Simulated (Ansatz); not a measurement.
`C=CN1C=C1` + `F/C=C/F` → `C=C/C(F)=C\F` + `C1=CN1` at 298.15 K and 1 bar (formal exchange of groups at a C–N bond).

Program: Ansatz. Geometries: PBE0-D4/def2-TZVP. ΔE: electronic, gas phase. CBS: MP2 limit from def2 TZ/QZ plus the TZ coupled-cluster correction, frozen cores. Double bonds are as drawn, so ΔE can hold a change between cis and trans. Each species was taken in one conformer, which may not be the lowest.

| species | CCSD(T)/CBS energy (Eh) | H − E (kJ/mol) | S (J/(mol·K)) |
| --- | --- | --- | --- |
| `C=CN1C=C1` | -209.75029 | 217.1 | 301.9 |
| `F/C=C/F` | -276.83639 | 109.9 | 267.4 |
| `C=C/C(F)=C\F` | -354.13633 | 203.1 | 320.8 |
| `C1=CN1` | -132.46664 | 127.0 | 248.9 |

H − E and S are ideal-gas, rigid-rotor, harmonic terms from PBE0-D4/def2-TZVP, for one conformer and one mirror image of each species. 1 Eh = 2625.50 kJ/mol, R = 8.31446 J/(mol·K).

Question: By hand: ΔE, ΔH, ΔS and ΔG.

Answer: ΔE = (-354.13633) + (-132.46664) − (-209.75029) − (-276.83639) = -0.01629 Eh = -42.8 kJ/mol. Δ(H − E) = 203.1 + 127.0 − 217.1 − 109.9 = 3.1, so ΔH = -39.7 kJ/mol. ΔS = 320.8 + 248.9 − 301.9 − 267.4 = 0.4 J/(mol·K). ΔG = -39.7 − 298.15 × (0.4)/1000 = -39.8 kJ/mol.

Question: By hand: the equilibrium constant, and the temperature at which ΔG would vanish if ΔH and ΔS stayed fixed.

Answer: log₁₀ K = −ΔG/(RT ln 10) = 7.0. ΔH and −TΔS have one sign here, so there is no such temperature.

The number of gas molecules stays the same, so ΔS is small and ΔH decides. A doubt of 5 kJ/mol in ΔE shifts log₁₀ K by 0.9 here. Other conformers and mirror images would add mixing entropy, several J/(mol·K) or more a flexible species. These are equilibria of isolated gas molecules and say nothing of rates. Largest T1 diagnostic: 0.012 (customary marks: 0.02 for closed shells, 0.045 for open ones).

ΔS is within the doubt of such terms, so its sign, and with it that verdict, could turn.
